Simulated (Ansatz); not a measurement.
C4H7NO can be A, `C=COC(=C)N`, or B, `O=C1CCCN1`.

Gas-phase electronic energies from Ansatz, PBE0-D4/def2-TZVP geometries. CBS: MP2 limit from def2 TZ/QZ plus the TZ coupled-cluster correction, frozen cores. DFT in def2-TZVPP. B3LYP here is the variant with VWN-RPA as its local correlation; programs differ in this. Each species was taken in one conformer, which may not be the lowest.

Problem. Which isomer does CCSD(T)/CBS put lower? Give the gap. (Best estimate.)

Solution. The calculation gave: B, by 45.8 kcal/mol.

Problem. Give E(B) − E(A) in kcal/mol with B3LYP, CCSD(T)/def2-TZVPP, CCSD/def2-TZVPP, ωB97M-V, MP2/def2-TZVPP, r2SCAN-D4, HF/def2-TZVPP. (Estimate.)

Solution. Ansatz gave: B3LYP -42.1, CCSD(T)/def2-TZVPP -46.3, CCSD/def2-TZVPP -46.9, ωB97M-V -46.5, MP2/def2-TZVPP -49.5, r2SCAN-D4 -46.4, HF/def2-TZVPP -45.8. None reverses the order clearly.

Largest T1 diagnostic: 0.013.

From PBE to PBE0 (25 % exact exchange), in def2-TZVPP and without D4, E(B) − E(A) moves by −3.5 kcal/mol. The D4 term adds −0.9 kcal/mol with B3LYP and −0.4 kcal/mol with PBE0; it sums over pairs of atoms, weighted by their polarisabilities, and B3LYP, whose exchange is more repulsive, gets the larger term.
